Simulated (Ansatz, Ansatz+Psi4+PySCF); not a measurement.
```xyz
3

O     0.0000    0.0000    0.0000
O     0.0000    1.0919    0.6717
O     0.0000   -1.0749    0.6613
```

Basis set: cc-pVTZ (spherical functions). Correlated methods keep 3 orbitals frozen. Charge 0, multiplicity 1.

Computed with Ansatz (development build ahead of 0.2.0); each method stands on the lowest determinant of its kind that the runs found. Restricted open shells among the atoms or ions are ROHF, correlated in semicanonical orbitals with singles.

The atomization energy at this shape (free ground-state atoms in the same class of orbitals less the molecule, no zero-point energy) of singlet O₃:

```
     method  atomization energy
RHF-CCSD(T)        554.1 kJ/mol
   RHF-CCSD        453.9 kJ/mol
UHF-CCSD(T)        527.3 kJ/mol
   UHF-CCSD        462.9 kJ/mol
    RHF-MP2        664.2 kJ/mol
        UHF        -21.5 kJ/mol
```

What does UHF-MP2 give?

502.5 kJ/mol. Caution for RHF-CCSD(T), RHF-CCSD, RHF-MP2: an unrestricted determinant lies well below; large share of triples, a single reference is doubtful. Caution for RHF-CCSD(T), RHF-CCSD, UHF-CCSD(T), UHF-CCSD: the program doubts this total. Caution for UHF-CCSD(T), UHF-CCSD, UHF-MP2: a plain start can end on a higher determinant; large amplitudes, a single reference is doubtful. Caution for UHF-CCSD(T), UHF-MP2: another reference gives a lower total. Caution for UHF-CCSD(T), UHF-CCSD, UHF-MP2, UHF: the unrestricted determinant is a mixture of spin states.
